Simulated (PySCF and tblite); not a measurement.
Values are calculated unless marked as measured or tabulated.
C₄H₈O, numbered as in [OH:1][CH2:2][CH:3]1[CH2:4][CH2:5]1.

Level: TPSS-D3(BJ)/def2-TZVP (IEF-PCM, dichloromethane)//GFN2-xTB, thermal terms from GFN2-xTB, symmetry numbers and mirror pairs counted. Conformers within 2.5 kcal/mol (GFN2-xTB free energy) were kept, 4 at most. GIAO shieldings: PBE0/pcSseg-1 (IEF-PCM, dichloromethane). Shifts are against TMS (¹H), TMS (¹³C) at the same level; of two unlike H on one atom, a is the less shielded. Codes: tblite and PySCF.

Task: What shifts does this protocol give at 298.15 K under fast conformational exchange?

Result: ¹H: 3.73 (H2, 2H), 1.04 (H3, 1H), 0.52 (H4a/H5a, 2H), 0.17 (H4b/H5b, 2H) ppm. ¹³C: 73.5 (C2), 17.4 (C3), 4.0 (C4/C5) ppm.

Task: How do the conformers differ?

Result: Torsions listed: H1–O1–C2–C3, O1–C2–C3–C4. Of a mirror pair one member is shown.
```json
{"conformer": "1", "shape": "54°, -157°", "weight %": "59.5"}
{"conformer": "2", "shape": "-54°, -149°", "weight %": "22.8"}
{"conformer": "3", "shape": "180°, -161°", "weight %": "14.5"}
{"conformer": "4", "shape": "-58°, -29°", "weight %": "3.2"}
```

```
 signal     1     2     3     4  average
     H2  3.68  3.71  3.88  4.20     3.73
     H3  1.08  0.96  1.05  0.90     1.04
H4a/H5a  0.51  0.53  0.54  0.42     0.52
H4b/H5b  0.13  0.25  0.18  0.37     0.17
     C2  73.9  73.6  74.1  64.6     73.5
     C3  17.7  18.1  15.8  15.1     17.4
  C4/C5   3.8   4.8   4.6   0.6      4.0
```

H on N, O and S are left out: they exchange, and hydrogen bonds move them by several ppm. Shifts are unscaled: against experiment ¹³C can be off by 15 ppm or more and ¹H by 0.8 ppm. For its torsions the set is small; conformers may be missing.
